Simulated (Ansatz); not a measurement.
The first iterations of a band of AlH3O + H4Si (10 atoms, charge 0, multiplicity 1).

All numbers below come from Ansatz 0.2.0, RKS PBE0/def2-SVPD.

```json
{"movable images": "8", "climbing image": "no", "spring": "5.0 eV/Å²", "optimiser": "quadratic models (default)", "start path": "through a guess of the saddle point", "force threshold": "0.03 eV/Å", "iteration limit": "60", "end points": "relaxed"}
```

Initial state:

```xyz
10
Properties=species:S:1:pos:R:3
Si 0.109 0.095 -0.150
H 0.490 -0.331 1.222
H 1.266 -0.041 -1.082
H -0.456 1.465 -0.201
H -0.918 -0.888 -0.681
O -2.538 0.002 1.440
Al -2.870 -0.956 0.027
H -2.852 -2.540 0.146
H -3.458 -0.160 -1.207
H -2.342 -0.384 2.294
```

Final state:

```xyz
10
Properties=species:S:1:pos:R:3
Si -0.180 0.006 -0.744
H -0.668 0.561 2.983
H 0.926 -0.674 -0.005
H -0.109 1.476 -0.494
H -0.015 -0.246 -2.208
O -1.637 -0.576 -0.218
Al -3.157 -1.323 -0.028
H -3.704 -2.232 -1.205
H -3.927 -1.060 1.330
H -1.097 0.330 2.399
```

| iteration | highest image above the first end (eV) | largest band force component (eV/Å) |
| --- | --- | --- |
| 1 | 4.096 | 6.204 |
| 2 | 2.657 | 3.790 |
| 3 | 1.707 | 12.643 |
| 4 | 1.468 | 1.235 |
| 5 | 1.695 | 1.140 |
| 6 | 1.399 | 0.921 |
| 7 | 1.316 | 1.105 |
| 8 | 1.233 | 0.659 |
| 9 | 1.094 | 0.527 |
| 10 | 1.095 | 0.387 |
| 11 | 1.196 | 0.143 |
| 12 | 1.254 | 0.340 |

Task: Does the band converge within its limit, and where does its top end?

Result: The forces met the threshold. It ended after 36 iterations with the highest image 1.118 eV above the first end. Neighbouring images differ by up to 1.2 eV, so the band resolves the path poorly. No image climbed, so the highest image needn't sit at the top of the path. The orbitals stay closed-shell, which can raise the energy where a bond breaks towards radicals; this wasn't checked here.

The run took 5.7 min on 4 threads of Arm Neoverse V2, on a shared host, peak memory 0.36 GiB.
